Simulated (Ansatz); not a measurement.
Al: from a trial structure to a relaxed crystal

These are results of Ansatz 0.2.0, DFT PBEsol, scalar-relativistic, plane waves, PAW, not measurements. Cutoff 420 eV, Γ-centred k mesh, Gaussian smearing, no spin polarisation in the final step.

Al was placed on the alpha-gallium structure type (Cmce, No. 64), at a guessed volume.

```
Al
1.0
     2.17054   -3.67867    0.00000
     2.17054    3.67867    0.00000
     0.00000    0.00000    4.34686
Al
4
Cartesian
  2.1705 2.5567 0.3412
  2.1705 -1.1220 1.8322
  2.1705 -2.5567 4.0056
  2.1705 1.1220 2.5147
```

Cell and atoms relax at zero pressure; the relaxation can't lower the symmetry of the start. After a coarse first stage the cell is made exact in the group found at 0.06 Å.

Energies count from the standard state of Al at the same level.

**Question.** Describe the relaxed structure.

**Answer.** It keeps Cmce (No. 64). The result has the alpha-gallium structure. Conventional cell: a = 4.385 Å, b = 8.076 Å, c = 4.520 Å. Al has 1 Al at 2.57 Å and 6 Al at 2.73–2.76 Å.

```
Al
1.0
     2.19227   -4.03814    0.00000
     2.19227    4.03814    0.00000
     0.00000    0.00000    4.52036
Al
4
Direct
  0.15510 0.84490 0.06435
  0.65510 0.34490 0.43565
  0.84490 0.15510 0.93565
  0.34490 0.65510 0.56435
```

**Question.** What are its volume, energy, density and gap?

**Answer.** The volume per atom is 20.01 Å³, the density is 2.24 g/cm³ and the energy over the standard structure is 0.22 eV/atom. The gap on the 12×12×10 mesh is 0 eV (a metal).

The final run used a 12×12×10 mesh on its 4-atom cell and 0.10 eV smearing. The k mesh leaves about 4 meV/atom of noise in metals. Symmetry constrained the relaxation, so the result can be a saddle point.